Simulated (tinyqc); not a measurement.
Worked calculation: Pariser-Parr-Pople SCF with singles CI, for the molecule C=C1C=C1 (SMILES; centres numbered as the heavy atoms are written). One step of it, computed by the program tinyqc.

Task: PPP integrals. Ohno: gamma = 14.399645/sqrt(R^2 + a^2), a = 2 x 14.399645/(gamma_rr + gamma_ss); H_rr = -W_r - sum_(s != r) z_s gamma_rs; H_rs = beta for bonds.

Centres (angstrom, eV; a flat drawing with bonds scaled to 1.40 angstrom):
```
centre          x          y  core charge z          W   gamma_rr
1C       1.656000   0.000000              1  11.160000  11.130000
2C       0.256000   0.000000              1  11.160000  11.130000
3C      -0.956000   0.700000              1  11.160000  11.130000
4C      -0.956000  -0.700000              1  11.160000  11.130000
```

Resonance integrals (eV):
```
i  j       beta
1  2  -2.390000
2  3  -2.390000
3  4  -2.390000
4  2  -2.390000
```

Give: repulsion gamma_rs; core matrix H.

Result:

repulsion gamma_rs (eV), order 1C, 2C, 3C, 4C:
```
[[11.1300, 7.5539, 4.8035, 4.8035],
 [7.5539, 11.1300, 7.5550, 7.5550],
 [4.8035, 7.5550, 11.1300, 7.5539],
 [4.8035, 7.5550, 7.5539, 11.1300]]
```

core matrix H (eV), order 1C, 2C, 3C, 4C:
```
[[-28.3209, -2.3900, 0.0000, 0.0000],
 [-2.3900, -33.8238, -2.3900, -2.3900],
 [0.0000, -2.3900, -31.0723, -2.3900],
 [0.0000, -2.3900, -2.3900, -31.0723]]
```
